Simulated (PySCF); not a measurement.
Bonds (- single, = double, # triple, : aromatic): C1=N2 1.262 Å, N2-N3 1.280 Å, N3=C4 1.262 Å, C4-C5 1.497 Å. C1 carries H6, H7; C4 carries H8; C5 carries H9, H10, H11. Stereochemistry as in C=N/N=C\C. H6 is cis to N3; H7 is trans to N3.

PySCF 2.14.0 with density-fitted response routines calculation with GIAO PBE0/pcSseg-1 shieldings, spin–spin couplings from B3LYP/pcJ-1 (spin–dipole term only in couplings to heteroatoms) and GFN2-xTB geometry; averaged over atoms made equivalent by symmetry, fast rotation or ring inversion, relativity neglected, one computed conformer, no solvent model.

Problem. List the cross peaks expected in HSQC, COSY and HMBC spectra.

Solution. 

HSQC (one-bond C–H):
| δH | δC | ¹J(C,H) (Hz) |
| --- | --- | --- |
| 6.20 (H8) | 123.4 (C4) | 192 |
| 6.10 (H6) | 115.2 (C1) | 166 |
| 6.05 (H7) | 115.2 (C1) | 197 |
| 1.71 (H9/H10/H11) | 14.7 (C5) | 134 |

COSY cross peaks (|J| ≥ 2 Hz):
| δH | δH | abs. J (Hz) | bonds |
| --- | --- | --- | --- |
| 6.20 (H8) | 1.71 (H9/H10/H11) | 5.9 | 3 |
| 6.10 (H6) | 6.05 (H7) | 13.6 | 2 |

HMBC (two and three bonds, |J| ≥ 2.5 Hz):
| δH | δC [abs. J in Hz] |
| --- | --- |
| 6.20 (H8) | 14.7 (C5) [12.6] |
| 1.71 (H9/H10/H11) | 123.4 (C4) [6.2] |

References, each an isolated molecule treated in the same way: ¹H, ¹³C vs TMS.

Unscaled 3J(H,H) at this level run about 10 % above measured values. Shifts are as computed. Against solution values, carbons near 30 ppm lie about +3 ppm off and those near 130 ppm about +5 ppm. Of 1211 compounds with measured shifts, 218 miss one by over three times the rms of a fit or turn the order of signals round; such compounds aren't used in these exercises.
